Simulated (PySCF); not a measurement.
Species: malonic acid, C3H4O4.
Bonds: O1–C2 (double), C2–O3, C2–C4, C4–C5, C5–O6 (double), C5–O7. Hydrogens: H8 on O3; H9, H10 on C4; H11 on O7.

Level of theory: TDDFT CAM-B3LYP/def2-SVPD, vertical, gas phase, core orbitals frozen in the response in PySCF 2.14.0, density-fitted response routines. One conformer (not necessarily the lowest) at the PBE0-D3(BJ)/def2-SVP geometry, without solvent, vibrations or thermal averaging. Torsions of this conformer, `[O:1]=[C:2]([OH:3])[CH2:4][C:5](=[O:6])[OH:7]`: O1–C2–C4–C5 37°, C2–C4–C5–O6 54°, H–O3–C2–O1 0°, H–O7–C5–C4 -179°.

**Question.** Predict the UV-vis stick spectrum at this level.

**Answer.** 

| state | E (eV) | E (kJ/mol) | λ (nm) | f | main configurations (H = HOMO, L = LUMO) |
| --- | --- | --- | --- | --- | --- |
| S1 | 5.88 | 567 | 211.0 | 0.0001 | H→L (42%), H-1→L+2 (18%), H→L+2 (15%) |
| S2 | 5.93 | 572 | 209.1 | 0.0001 | H-1→L (40%), H→L+2 (25%), H-1→L+2 (18%) |
| S3 | 7.75 | 748 | 160.0 | 0.033 | H-1→L+2 (33%), H-1→L+1 (25%), H→L (9%) |
| S4 | 7.78 | 751 | 159.3 | 0.039 | H→L+2 (38%), H-1→L+2 (16%), H→L+1 (14%) |
| S5 | 7.81 | 754 | 158.7 | 0.011 | H→L+1 (34%), H→L (30%), H-1→L+3 (16%) |
| S6 | 7.86 | 759 | 157.7 | 0.029 | H-1→L (34%), H-1→L+1 (21%), H→L+3 (19%) |
| S7 | 8.52 | 822 | 145.6 | 0.140 | H-2→L (40%), H-2→L+2 (11%), H-1→L+1 (9%) |
| S8 | 8.57 | 827 | 144.7 | 0.100 | H-3→L (24%), H-2→L+2 (21%), H-2→L (15%) |
| S9 | 8.61 | 831 | 144.0 | 0.0098 | H-2→L+1 (55%), H-3→L+3 (25%) |
| S10 | 8.70 | 840 | 142.5 | 0.0050 | H-3→L+1 (50%), H-2→L+3 (35%) |

Triplets (Tamm–Dancoff): T1 5.39 eV, H→L (35%), H→L+2 (21%), H-1→L+2 (12%); T2 5.43 eV, H-1→L (34%), H-1→L+2 (25%), H→L+2 (18%); T3 6.13 eV, H-2→L (38%), H-3→L+2 (19%), H-2→L+2 (12%); T4 6.19 eV, H-3→L (32%), H-2→L+2 (30%), H-3→L+2 (14%).

The lowest singlet lies at 5.88 eV (211 nm, ultraviolet) and is dark (f under 0.0005); its leading configuration is HOMO→LUMO (42%). The most intense listed level is S7 at 8.52 eV (146 nm, f = 0.140), 2.64 eV above S1. Löwdin shares by element: HOMO oxygen 76% or more, carbon 9% or more (atoms not listed hold the other 15%); LUMO carbon 37% or more, oxygen 26% or more (atoms not listed hold the other 37%). The listed states span 2.83 eV, and the widest gap between neighbours is 1.82 eV (S2 to S3). Of the 10 states listed, 6 reach f = 0.01 and 2 stay under 0.0005. Weighted by f, the mean energy of these states is 8.32 eV. All these states lie below the vertical ionisation energy of 11.00 eV (ΔSCF). Singlets were solved by full linear response, triplets in the Tamm–Dancoff approximation.
